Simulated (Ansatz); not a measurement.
# NH₂Cl (triplet): from Hartree-Fock to the top rungs at distance Cl1–H2 along a hydrogen transfer = 1.565 Å, cc-pVDZ

The task here is to estimate one member of a computed series from the others.

The runs use Ansatz 0.2.0, Gaussian basis; cc-pVDZ, core rule «outside noble gas», up to 6 orbitals frozen.

Plan: UHF; CCSD(T) on ROHF; CCSD(T) on UHF; BCCD(T) on ROHF; CISD; CCSDT(Q) on ROHF; CCSDT(Q) on UHF; CASSCF and MRCISD+Q, 4 electrons in 4 orbitals; CASSCF and NEVPT2, 4 electrons in 4 orbitals; CASSCF and MRCISD+Q, 14 electrons in 10 orbitals; CASSCF and NEVPT2, 14 electrons in 10 orbitals.

5 further runs of the same task are left out: 5 that didn't finish.

**The system**

The geometry derives from fragments relaxed apart (PBE0/def2-TZVP) and kept rigid, so it is no stationary point. A hydrogen atom is moved between rigid fragments.

4 atoms, charge 0, spin multiplicity 3.

Atoms are counted from 1 here; the program's logs count them from 0.

Bond lengths: Cl1–H2 1.565 Å, H2–N3 1.088 Å, N3–H4 1.040 Å. Angles: Cl1–H2–N3 180.0°, H2–N3–H4 105.0°.

The first run:

The input, in.yaml:

```yaml
crystal:
  periodic: [false, false, false]
  atoms:
    - {symbol: Cl, position_ang: [-0.809753, 0.019664, 0.000000]}
    - {symbol: H, position_ang: [0.755247, 0.019664, 0.000000]}
    - {symbol: N, position_ang: [1.843247, 0.019664, 0.000000]}
    - {symbol: H, position_ang: [2.112329, -0.984563, 0.000000]}
basis:
  gaussian: {orbitals: cc-pVDZ}
magnetization: {spin_polarized: true, initial_magnetization: 2}
hamiltonian: {xc: hf}
output: {orbitals: {seedname: orbitals}}
```

The run is started by

```
$ ansatz run in.yaml --threads 1 --pin off --events-out ev --progress --plain --max-ram 2393MiB
```

Steps of the session up to this table: UHF; CCSD(T) on ROHF; CCSD(T) on UHF; BCCD(T) on ROHF; CISD; CCSDT(Q) on ROHF; CCSDT(Q) on UHF; CASSCF and MRCISD+Q, 4 electrons in 4 orbitals; CASSCF and NEVPT2, 4 electrons in 4 orbitals; CASSCF and MRCISD+Q, 14 electrons in 10 orbitals; CASSCF and NEVPT2, 14 electrons in 10 orbitals.

One of the session's tables, all rows but one given; the rest of the session is left out.

| method | from UCCSDT(Q) (kJ/mol) |
| --- | --- |
| ROHF | +866.7 |
| UHF | +823.4 |
| RMP2 | +101.7 |
| UMP2 | +111.6 |
| CISD | +89.1 |
| RCCSD | +21.3 |
| UCCSD | +20.2 |
| RCCSD(T) | +3.8 |
| UCCSD(T) | +3.8 |
| BCCD(T) | +3.8 |
| RCCSDT | +1.7 |
| UCCSDT | ? |
| RCCSDT(Q) | +0.1 |
| UCCSDT(Q) | 0 |
| CASSCF valence | +699.4 |
| NEVPT2 valence | +139.2 |
| MRCISD valence | +57.5 |
| MRCISD+Q valence | +3.7 |

Estimate the missing values for UCCSDT.

The run gave: from UCCSDT(Q) (kJ/mol): +1.5. In the column «from UCCSDT(Q) (kJ/mol)» it lies between RCCSDT(Q) (+0.1) and RCCSDT (+1.7).

Left out of the table: CASSCF pair, NEVPT2 pair, MRCISD pair, MRCISD+Q pair (the active space lost an orbital or holds another state than full CI finds).

To keep in mind: Restricted and unrestricted rows rest on different reference determinants; where their highest levels disagree by more than a few hundredths of an eV, they describe different states and don't form one ladder. Warnings in the runs' records: passed over end.
